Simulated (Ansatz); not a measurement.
# Nitrogen (N₂): how energies converge with the basis set

One table from this session's results is given with a row withheld; the runs are named, their logs left out.

Computed with Ansatz 0.2.0, Gaussian basis. Level: one geometry, several basis sets.

Plan: PBE0-D4/def2-SVP; ωB97M-V/def2-SVP; PBE0-D4/def2-QZVPP; ωB97M-V/def2-QZVPP; CCSD(T)/cc-pV(D+d)Z; CCSD(T)/cc-pV(T+d)Z; CCSD(T)/cc-pV(Q+d)Z; the functionals' def2-TZVPP values are taken from earlier runs.

### The geometry

All runs share one geometry, relaxed beforehand with PBE0-D4 in a triple-zeta def2 set.

SMILES `N#N`, 2 atoms, charge 0, spin multiplicity 1.

Atoms are counted from 1 here; the program's logs count them from 0.

Bond lengths: N1–N2 1.090 Å.

Set-up of the first run:

File in.yaml:

```yaml
crystal:
  periodic: [false, false, false]
  atoms:
    - {symbol: N, position_ang: [0.465460, -0.150322, 0.239808]}
    - {symbol: N, position_ang: [-0.465460, 0.150322, -0.239808]}
basis:
  gaussian: {orbitals: def2-SVP}
hamiltonian: {xc: pbe0, dispersion: d4}
output: {orbitals: {seedname: orbitals}}
```

On the command line:

```sh
$ ansatz run in.yaml --threads 2 --pin off --events-out ev --progress --plain --max-ram 32768MiB --backend cpu
```

Among the steps run: PBE0-D4 in def2-SVP; ωB97M-V in def2-SVP; PBE0-D4 in def2-QZVPP; ωB97M-V in def2-QZVPP.

One table of the session follows, with a row left open; its other results are not shown here.

```
functional       basis  HOMO (eV)  LUMO (eV)
   PBE0-D4    def2-SVP          ?          ?
   PBE0-D4  def2-TZVPP     -12.18      -0.42
   PBE0-D4  def2-QZVPP     -12.17      -0.46
   ωB97M-V    def2-SVP     -14.61       2.44
   ωB97M-V  def2-TZVPP     -14.79       2.12
   ωB97M-V  def2-QZVPP     -14.78       2.02
```

Estimate the missing values for PBE0-D4, def2-SVP.

As computed: HOMO (eV): -12.05; LUMO (eV): -0.23. In the column «HOMO (eV)» it is the highest.
